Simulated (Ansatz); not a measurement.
`CB[O]` radical. Charge 0, multiplicity 2.

Cartesian coordinates in Å:
```
C 0.7036 -0.0577 0.1030
B -0.8580 0.0466 -0.1336
O -1.6074 -0.9013 -0.5857
H 1.1002 -1.0372 -0.1597
H 0.9142 0.1555 1.1542
H 1.2007 0.7130 -0.4915
H -1.4532 1.0811 0.1133
```

**Question.** List the harmonic frequencies (cm⁻¹, unscaled) at PBE0-D4/def2-TZVP in Ansatz. (Best estimate.)

**Answer.** Computed: 116, 285, 628, 746, 857, 917, 965, 1263, 1401, 1450, 1454, 2417, 3056, 3133, 3169.

**Question.** Is this a minimum?

**Answer.** Yes, all 15 modes are real.

**Question.** Give the ideal-gas thermochemistry at 298.15 K and 1 bar (rigid rotor, harmonic oscillator; point group Cs, symmetry number 1).

**Answer.** Zero-point energy 130.7 kJ/mol; H(298) − E = 144.8 kJ/mol; entropy 277.5 J/(mol·K), of which translation 155.7, rotation 91.7, vibration 24.3, electronic 5.8; G(298) − E = 62.1 kJ/mol.
